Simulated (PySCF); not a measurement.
**Mayer bond orders and bond lengths**

Oxetane, C3H6O.
SMILES with atom numbers: `[CH2:1]1[CH2:2][O:3][CH2:4]1` (hydrogens: H5, H6 on C1; H7, H8 on C2; H9, H10 on C4)

Cartesian coordinates in Å at the PBE0-D3(BJ)/def2-SVP level; atoms count from 1:
```xyz
10
C3H6O angstrom
C     -0.0986    0.6557   -0.4408
C      1.0582   -0.2028    0.0848
O      0.1605   -1.1542    0.6490
C     -0.9732   -0.3696    0.2907
H     -0.1458    1.6887   -0.0702
H     -0.2095    0.6599   -1.5337
H      1.7214   -0.6503   -0.6765
H      1.6899    0.2831    0.8514
H     -1.5093    0.0204    1.1757
H     -1.6937   -0.9307   -0.3304
```

Bond orders from the PBE0/pcSseg-1 density (PySCF). Geometry: PBE0-D3(BJ)/def2-SVP; no solvent, vibrations or thermal averaging.

Problem. Where do the orders between heavy atoms depart from those drawn in the SMILES?

Solution. The largest departure is 0.062, at C2–O3 (drawn single, 0.938) and O3–C4 (drawn single, 0.938).

Problem. Give the Mayer order of every bond, beside its length.

Solution. 
```
  bond  drawn as  length (Å)  Mayer order
 C1–C2    single       1.533        1.039
 C2–O3    single       1.425        0.938
 O3–C4    single       1.425        0.938
 C4–C1    single       1.533        1.039
 C1–H5    single       1.098        0.952
 C1–H6    single       1.099        0.949
 C2–H7    single       1.104        0.951
 C2–H8    single       1.106        0.945
 C4–H9    single       1.106        0.945
C4–H10    single       1.104        0.951
```

Problem. Sum the orders of all bonds at each heavy atom with more than one neighbour and set the sums beside the valence in the SMILES.

Solution. C1 3.979 (drawn 4), C2 3.873 (drawn 4), O3 1.876 (drawn 2), C4 3.873 (drawn 4). Orders between atoms that aren't bonded are not in these sums.

Mayer orders depend on the basis set.

The run behind these numbers computed NMR shieldings as well. Hardware: Arm Neoverse V1, one thread, on a shared host. Cost: 7.4 s wall (with the writing of density and orbital grids).
